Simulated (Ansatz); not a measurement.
Task: an active-space calculation of H3MgN, SMILES [NH2][MgH], with Ansatz 0.2.0 through its Python package. Give the script and its output. Settings (for the species named): Hartree-Fock, 6-31G* basis, multiplicity 1.

```xyz
5

N     0.0440   -1.1386   -0.0604
Mg    0.3023    0.9572   -0.2164
H    -1.0348   -1.2634   -0.3434
H     0.1661   -1.3312    0.9341
H     0.5723    2.7024   -0.3552
```

`cas.py`
```python
'''Active-space calculation on H3MgN.'''

import ansatz as az

BASIS = '6-31G*'

system = (
    az.Crystal.molecule()
    .atom('N', [0.044, -1.1386, -0.0604])
    .atom('Mg', [0.3023, 0.9572, -0.2164])
    .atom('H', [-1.0348, -1.2634, -0.3434])
    .atom('H', [0.1661, -1.3312, 0.9341])
    .atom('H', [0.5723, 2.7024, -0.3552])
)

base = (
    system.calculation()
    .basis(gaussian=BASIS)
    .correlation(active_electrons=4, active_orbitals=4)  # correlation on top of the mean field
)
for method in [None, 'sc_nevpt2']:
    r = (base if method is None else base.correlation(method)).run(threads=1, pin='off').report
    space = r['configurations']
    state = space['states'][0]
    print(method or 'casscf', f'total {r["free_energy_ev"] / 27.211386246:.6f} Ha, active-space state {state["energy"]["hartree"]:.6f} Ha, mean field {r["reference_energy_ev"] / 27.211386246:.6f} Ha')
    print('  determinants', state['n_determinants'], ' natural occupations', [round(n, 3) for n in space['natural_occupations']])
```

```console
$ python cas.py
casscf total -255.799819 Ha, active-space state -255.799819 Ha, mean field -255.749924 Ha
  determinants 36  natural occupations [1.969, 1.966, 0.034, 0.03]
RunWarning: the results are in doubt because another end's mean lies 0.420 eV lower, and its corrected mean 0.225 eV higher
sc_nevpt2 total -255.966717 Ha, active-space state -255.784371 Ha, mean field -255.749924 Ha
  determinants 36  natural occupations [1.972, 1.962, 0.044, 0.022]
```
(Warnings from the package without file and line.)

What to keep in mind:
- Total energies depend on the basis set; only differences at equal settings carry meaning.
- The geometry is a force-field or estimated start, not a minimum of this method, and the basis set is short of its limit. The active space starts as a window about the frontier orbitals and is then optimised, not chosen by chemistry.
- A lower CASSCF solution was found and passed over, so the printed active-space state isn't the lowest.
- Finished in 2.9 s on 1 thread of Arm Neoverse V1, on a shared host, peak memory 0.14 GiB.

(Lines on the test bed's own set-up are left out of the output.)
